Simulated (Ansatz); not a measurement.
GaS (P6₃/mmc, No. 194) was calculated with HSE06 in Ansatz (PAW).

Settings: plane-wave cutoff 500 eV, 12×12×2 k mesh (along the axes of the cell as run), gaussian smearing 0.02 eV, scalar-relativistic PAW data made under PBE.

Cell (relaxed with PBEsol):

```xyz
8
Lattice="1.7842 -3.0903 0.0000 1.7842 3.0903 0.0000 0.0000 0.0000 16.0234" Properties=species:S:1:pos:R:3 pbc="T T T"
Ga     1.7842     1.0301     2.7874
Ga     1.7842    -1.0301    10.7991
Ga     1.7842    -1.0301    13.2360
Ga     1.7842     1.0301     5.2243
S      1.7842     1.0301     9.7126
S      1.7842    -1.0301     1.7009
S      1.7842    -1.0301     6.3108
S      1.7842     1.0301    14.3225
```

### Question
Estimate the band gap that the calculation returns.

### Answer

- band gap: 2.56 eV (on the SCF k mesh)

Measured, for comparison: band gap 2.5 eV (temperature not stated, not corrected to a static lattice, compiled measured gap; kind and temperature not stated; as tabulated in Kothakonda et al. (2022), arXiv:2208.02841).

Note: the cell comes from a level without a dispersion term, which matters for the spacing of layers, chains or molecules; cell and atoms aren't relaxed at this level (pressure 1.1 GPa); the cell has widely spaced layers and the level no dispersion term, so their spacing and the moduli can rest on weak binding.

Spin–orbit coupling is not included.

Static lattice: no zero-point or thermal effects.

Computing time: very roughly 29 core-minutes.

Ansatz is a quantum-chemistry and plane-wave program.
